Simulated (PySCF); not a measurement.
3C-SiC: correlation energy from several methods in one and the same small orbital space (PySCF; 2 atoms at the zone centre, 8 electrons in 20 orbitals, empty ones MP2 natural orbitals of a TZ basis, lattice constant set to 4.5759 Å). Its volume lies 16 % above that of the crystal's usual cell. It tests the methods against each other and lies far from the crystal's limit.

Full CI gives -2.5838 eV per atom.

Q: What share of it do MP2, CCSD, CCSD(T), CCSDT, CCSDT(Q) recover?

A: MP2 76.3 %; CCSD 97.8 %; CCSD(T) 99.3 %; CCSDT 99.7 %; CCSDT(Q) 99.9 %.

```
method    E_corr (eV per atom)  share of full CI (%)  error (meV)
--------  --------------------  --------------------  -----------
MP2                    -1.9726                  76.3          611
CCSD                   -2.5277                  97.8           56
CCSD(T)                -2.5650                  99.3           19
CCSDT                  -2.5762                  99.7            8
CCSDT(Q)               -2.5818                  99.9            2
full CI                -2.5838                 100.0            0
```

The Hartree–Fock determinant has a weight of 0.89 in the full CI state.

MP2, (T) and (Q) use filled levels shifted down by the Madelung term, which in so small a cell is a large part of the gap, so these rows hang on it.
